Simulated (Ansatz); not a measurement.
# C5H11Cl: the cost of one run

The runs use Ansatz 0.2.0, Gaussian basis; RKS PBE0-D4/def2-TZVP.

Plan: relaxation at PBE-D4/def2-SVP; relaxation at PBE0-D4/def2-TZVP.

1 further run of the same task is left out (set aside as unsound or not needed).

## Step 1: Starting geometry

SMILES `CCCCCCl`, 17 atoms, charge 0, spin multiplicity 1.

Atoms are counted from 1 here; the program's logs count them from 0.

Bond lengths: C1–C2 1.523 Å, C1–H7 1.088 Å, C1–H8 1.087 Å, C1–H9 1.088 Å, C2–C3 1.526 Å, C2–H10 1.093 Å, C2–H11 1.092 Å, C3–C4 1.527 Å, C3–H12 1.091 Å, C3–H13 1.093 Å, C4–C5 1.519 Å, C4–H14 1.093 Å, C4–H15 1.092 Å, C5–Cl6 1.787 Å, C5–H16 1.090 Å, C5–H17 1.090 Å. Angles: C2–C1–H7 110.5°, C2–C1–H8 110.6°, C2–C1–H9 110.6°, H7–C1–H8 108.4°, H7–C1–H9 108.3°, H8–C1–H9 108.4°, C1–C2–C3 111.6°, C1–C2–H10 109.4°, C1–C2–H11 109.4°, C3–C2–H10 109.3°, C3–C2–H11 109.3°, H10–C2–H11 107.6°, C2–C3–C4 112.0°, C2–C3–H12 109.3°, C2–C3–H13 109.3°, C4–C3–H12 109.2°, C4–C3–H13 109.2°, H12–C3–H13 107.8° and more.

As a file:

```xyz
17
charge 0, multiplicity 1
C    -1.5454   -1.6332   -1.2005
C    -0.8845   -1.0815    0.0563
C     0.0581    0.0753   -0.2654
C     0.7357    0.6256    0.9873
C     1.6930    1.7639    0.6788
Cl    0.8165    3.1936    0.0614
H    -2.1263   -0.8591   -1.6967
H    -2.2108   -2.4569   -0.9532
H    -0.7947   -1.9972   -1.8985
H    -0.3240   -1.8781    0.5515
H    -1.6547   -0.7380    0.7504
H    -0.5044    0.8756   -0.7494
H     0.8228   -0.2664   -0.9673
H     1.3088   -0.1691    1.4728
H    -0.0224    0.9714    1.6929
H     2.2233    2.0920    1.5728
H     2.4090    1.4822   -0.0932
```

The start is a force-field geometry with small random shifts, so a cheaper pass at PBE-D4/def2-SVP comes first.

## Step 2: Geometry optimisation, PBE-D4/def2-SVP (cheap first pass)

Contents of in.yaml:

```yaml
crystal:
  periodic: [false, false, false]
  atoms:
    - {symbol: C, position_ang: [-1.545410, -1.633230, -1.200500]}
    - {symbol: C, position_ang: [-0.884480, -1.081490, 0.056300]}
    - {symbol: C, position_ang: [0.058110, 0.075270, -0.265420]}
    - {symbol: C, position_ang: [0.735700, 0.625600, 0.987340]}
    - {symbol: C, position_ang: [1.693050, 1.763880, 0.678780]}
    - {symbol: Cl, position_ang: [0.816540, 3.193550, 0.061430]}
    - {symbol: H, position_ang: [-2.126310, -0.859120, -1.696740]}
    - {symbol: H, position_ang: [-2.210830, -2.456850, -0.953190]}
    - {symbol: H, position_ang: [-0.794710, -1.997160, -1.898530]}
    - {symbol: H, position_ang: [-0.324040, -1.878110, 0.551510]}
    - {symbol: H, position_ang: [-1.654690, -0.738030, 0.750420]}
    - {symbol: H, position_ang: [-0.504450, 0.875590, -0.749370]}
    - {symbol: H, position_ang: [0.822770, -0.266400, -0.967330]}
    - {symbol: H, position_ang: [1.308820, -0.169050, 1.472850]}
    - {symbol: H, position_ang: [-0.022380, 0.971380, 1.692920]}
    - {symbol: H, position_ang: [2.223300, 2.092030, 1.572780]}
    - {symbol: H, position_ang: [2.409030, 1.482150, -0.093250]}
basis:
  gaussian: {orbitals: def2-SVP}
hamiltonian: {xc: pbe, dispersion: d4}
relax: {f_tol: 0.03, max_steps: 200}
```

Launch:

```bash
$ ansatz run in.yaml --threads 2 --pin off --events-out ev --progress --plain --max-ram 22528MiB --backend cpu
```

Q: Estimate wall time and peak memory on 2 threads of AMD EPYC 7R13, shared host.

About 14 s, with a peak of 0.25 GiB.
